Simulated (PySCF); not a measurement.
silicon monoxide (OSi), SMILES O=[Si] (connectivity only; charge and spin as stated), neutral, multiplicity 1.

The structure is a stationary point at B3LYP-D3(BJ)/def2-TZVPD.

Two levels are set side by side: PBE/def2-TZVPD (PySCF) and CAM-B3LYP/def2-TZVPD (PySCF). Same geometry, gas phase. Differences are taken from unrounded values.

```
quantity                     CAM-B3LYP    PBE  PBE minus CAM-B3LYP
---------------------------  ---------  -----  -------------------
orbital gap (eV)                  9.26   4.60                -4.66
highest occupied level (eV)     -10.24  -7.47                 2.76
lowest empty level (eV)          -0.98  -2.87                -1.89
dipole moment (D)                 3.33   2.90                -0.44
mean polarisability (bohr³)       29.4   30.8                  1.4
```

PBE's occupied levels lie high since its potential decays too fast outside the molecule; exact exchange lowers them and widens the gap. PBE's more diffuse valence density responds more strongly to a field. Differences between two approximate levels are no errors against the true value.

Rough cost on one machine, each run with all the roots and properties that it gave: CAM-B3LYP against PBE within a factor of 2.
